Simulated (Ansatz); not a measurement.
**BSO (quartet): wave-function methods side by side, cc-pVDZ**

The task here is to estimate one member of a computed series from the others.

Program: Ansatz 0.2.0, Gaussian basis. Level of theory: cc-pVDZ, core rule «outside noble gas», up to 7 orbitals frozen. These are calculated values, not measurements.

The runs, in order: UHF; CCSD(T) on ROHF; CCSD(T) on UHF; BCCD(T) on ROHF; CISD; CCSDT(Q) on ROHF; CCSDT(Q) on UHF.

41 further runs of the same task are left out: 15 for a known fault of the program, 13 that didn't finish, 13 set aside as unsound or not needed.

## The system

The geometry is a PBE0/def2-TZVP stationary point (not a proven minimum).

3 atoms, charge 0, spin multiplicity 4.

Atoms are counted from 1 here; the program's logs count them from 0.

Bond lengths: B1–S2 1.760 Å, S2–O3 1.511 Å. Angles: B1–S2–O3 112.3°.

Set-up of the first run:

The input, in.yaml:

```yaml
crystal:
  periodic: [false, false, false]
  atoms:
    - {symbol: B, position_ang: [0.000000, -0.588771, 1.527430]}
    - {symbol: S, position_ang: [0.000000, 0.408039, 0.077250]}
    - {symbol: O, position_ang: [0.000000, -0.419926, -1.186924]}
basis:
  gaussian: {orbitals: cc-pVDZ}
magnetization: {spin_polarized: true, initial_magnetization: 3}
hamiltonian: {xc: hf}
output: {orbitals: {seedname: orbitals}}
```

On the command line:

```bash
> ansatz run in.yaml --threads 1 --pin off --events-out ev --progress --plain --max-ram 2393MiB
```

Among the steps run: UHF; CCSD(T) on ROHF; CCSD(T) on UHF; BCCD(T) on ROHF; CISD; CCSDT(Q) on ROHF; CCSDT(Q) on UHF.

One table of the session follows, with a row left open; its other results are not shown here.

| method | from RCCSDT(Q) (kcal/mol) |
| --- | --- |
| ROHF | +238.75 |
| UHF | ? |
| RMP2 | +33.63 |
| UMP2 | +33.63 |
| CISD | +35.80 |
| RCCSD | +11.10 |
| UCCSD | +10.90 |
| RCCSD(T) | +2.51 |
| UCCSD(T) | +2.58 |
| BCCD(T) | +2.27 |
| RCCSDT | +1.11 |
| UCCSDT | +1.10 |
| RCCSDT(Q) | 0 |
| UCCSDT(Q) | -0.12 |

**Question.** Estimate the row for UHF.

**Answer.** from RCCSDT(Q) (kcal/mol): +231.58. In the column «from RCCSDT(Q) (kcal/mol)» it lies between CISD (+35.80) and ROHF (+238.75).

With the free atoms at the same levels and basis (separate runs), the atomisation energy is 4.922 eV at RCCSDT(Q), 4.838 eV at RCCSD(T), 4.833 eV at UCCSD(T), 2.564 eV at ROHF.

Limits of these values: Restricted and unrestricted rows rest on different reference determinants; where their highest levels disagree by more than a few hundredths of an eV, they describe different states and don't form one ladder.
